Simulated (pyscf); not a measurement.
Structures and frequencies: ωB97X-D3(BJ)/def2-SVP in PySCF.

SMILES: CC(C)Br
```xyz
11

C      0.2403    -0.0233    -0.4885
C     -1.2298     0.3484    -0.3788
C     -1.6383     0.7968     1.0152
Br    -2.3260    -1.1863    -0.9113
H      0.4881    -0.8384     0.2090
H      0.8616     0.8520    -0.2347
H      0.4963    -0.3487    -1.5070
H     -1.4833     1.1220    -1.1174
H     -1.0556     1.6887     1.3009
H     -1.4408     0.0029     1.7522
H     -2.7072     1.0507     1.0572
```
Charge 0, spin multiplicity 1.

### Question
How much does it cost (ΔH, 298 K, ωB97M-D3(BJ)/def2-TZVP) to split H₃C–CH(CH₃)–Br (SMILES CC(C)Br) at its Br–C bond into H₃C–CH•–CH₃ + Br•?

### Answer
Br–C to H₃C–CH•–CH₃ + Br•: 296.4 kJ/mol. The 7 functionals that were run give +289.3 (B3LYP-D3(BJ)) to +309.0 kJ/mol (ωB97X-D3(BJ)). Other isomers of H₃C–CH•–CH₃ were not searched in full and may lie lower. Left out: the spin-orbit lowering of Br, which is large for Br, Se, Te and I. Elements up to Kr have no core potential and no relativistic terms here.
